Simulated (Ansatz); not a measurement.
# CH4BCl: the cost of one run

Program: Ansatz 0.2.0, Gaussian basis. Level of theory: PBE0-D4/def2-SVP. These are calculated values, not measurements.

### 1 Where the work starts

The first end: 7 atoms, charge 0, spin multiplicity 1.

Atoms are counted from 1 here; the program's logs count them from 0.

Bond lengths: B1–H2 1.337 Å, B1–C3 1.421 Å, B1–H4 1.337 Å, B1–Cl5 1.761 Å, C3–H6 1.085 Å, C3–H7 1.085 Å. Angles: H2–B1–C3 105.7°, H2–B1–H4 39.0°, H2–B1–Cl5 112.5°, C3–B1–H4 105.6°, C3–B1–Cl5 139.4°, H4–B1–Cl5 112.5°, B1–C3–H6 120.9°, B1–C3–H7 124.5°, H6–C3–H7 114.6°.

Coordinates:

```xyz
7
charge 0, multiplicity 1
B    -0.1513    0.2470   -0.4287
H    -0.9303   -0.8175   -0.6474
C     0.4023    0.0579    0.8668
H    -0.1259   -0.9564   -1.0110
Cl   -0.4484    1.5458   -1.5797
H     0.4374   -0.9280    1.3193
H     0.8164    0.8512    1.4806
```

The second end:

```csv
atom,x (Å),y (Å),z (Å)
B1,0.1208,1.0299,-0.1030
H2,-1.2051,-1.6958,-1.1431
C3,0.5374,0.3898,1.0440
H4,-0.4958,-1.8005,-1.3515
Cl5,-0.3798,1.8276,-1.4939
H6,0.3803,-0.6709,1.2034
H7,1.0423,0.9200,1.8442
```

### 2 The band at PBE0-D4/def2-SVP

neb/in.yaml reads:

```yaml
crystal:
  periodic: [false, false, false]
  atoms:
    - {symbol: B, position_ang: [-0.151320, 0.247050, -0.428687]}
    - {symbol: H, position_ang: [-0.930349, -0.817511, -0.647392]}
    - {symbol: C, position_ang: [0.402255, 0.057852, 0.866806]}
    - {symbol: H, position_ang: [-0.125944, -0.956351, -1.011008]}
    - {symbol: Cl, position_ang: [-0.448409, 1.545814, -1.579667]}
    - {symbol: H, position_ang: [0.437420, -0.927984, 1.319329]}
    - {symbol: H, position_ang: [0.816446, 0.851229, 1.480619]}
basis:
  gaussian: {orbitals: def2-SVP}
hamiltonian: {xc: pbe0, dispersion: d4}
neb:
  images: 5
  climbing: true
  max_iterations: 40
  initial_path: idpp
  final_atoms:
    - {symbol: B, position_ang: [0.120843, 1.029899, -0.103038]}
    - {symbol: H, position_ang: [-1.205142, -1.695791, -1.143144]}
    - {symbol: C, position_ang: [0.537431, 0.389771, 1.043968]}
    - {symbol: H, position_ang: [-0.495823, -1.800481, -1.351492]}
    - {symbol: Cl, position_ang: [-0.379820, 1.827629, -1.493851]}
    - {symbol: H, position_ang: [0.380281, -0.670885, 1.203359]}
    - {symbol: H, position_ang: [1.042328, 0.919957, 1.844198]}
```

The run is started by

```console
ansatz run in.yaml --threads 2 --pin off --events-out ev --progress --plain --max-ram 4352MiB
```

**Question.** How long does this run take on 2 threads of Arm Neoverse V1, shared host?

About 2.2 min.
